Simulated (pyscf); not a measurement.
`[O]=[CH][OH]` + `[SiH4]` -> `[OH][CH2][O][SiH3]`, an addition across a multiple bond or ene-type step (singlet surface; H–Si broken, C–H, O–Si formed). Optimised with ωB97X-D3(BJ)/def2-SVP in PySCF. Correlated levels are frozen-core, on RHF or UHF. ΔMP2 is the change of the MP2 total energy from the triple- to the quadruple-zeta basis. Energies in kJ/mol from the separated reactants.

Small-basis levels: PySCF, no dispersion term, spherical d functions. AM1 to PM7: differences of heats of formation from MOPAC, which are fitted to 298 K values and so differ in kind from electronic energies by zero-point and thermal terms. Cost: rough CPU time at the saddle relative to B3LYP/6-31G*, from one job on a shared machine.

```tsv
level	barrier	reaction energy	cost
HF/3-21G	259.2	-143.9	0.06
HF/6-31G*	240.5	-82.0	0.08
SVWN5/6-31G*	111.1	-114.0	1
B3LYP/3-21G	216.9	-102.0	0.7
B3LYP/6-31G*	___	-77.6	1
M06-2X/6-31G*	___	-110.8	2
B3LYP/def2-SVP	189.4	-69.5	1
PM3	227.3	-121.9	under 0.02
PM7	198.1	-150.7	under 0.02
CCSD(T)/def2-TZVPP + ΔMP2(QZVPP)	___	-104.8	–
```

### Question
Some entries are withheld; supply them.

### Answer

- B3LYP/6-31G*, barrier: 188.3
- M06-2X/6-31G*, barrier: 169.2
- CCSD(T)/def2-TZVPP + ΔMP2(QZVPP), barrier: 172.5

Against the last row the barrier runs from -61.4 (SVWN5/6-31G*) to +86.7 kJ/mol (HF/3-21G); M06-2X/6-31G* happens to lie closest here (3.3 kJ/mol apart). CCSD(T)/def2-TZVPP + ΔMP2(QZVPP) has limits of its own. On the product side the descent ends in a point that may be a rotor saddle (no frequency run), 9.0 kJ/mol over the lowest minimum found and 261.6 kJ/mol under the saddle at ωB97X-D3(BJ)/def2-TZVP. The same reactants have a lower exit, to O=CH–O–SiH₃ + H₂ (barrier +126.0 kJ/mol at ωB97M-D3(BJ)/def2-TZVP, against +167.9 kJ/mol here). One saddle was located; it need not be the lowest between these sides. The CCSD(T) − MP2 part came from Ansatz, without density fitting, on the same reference.
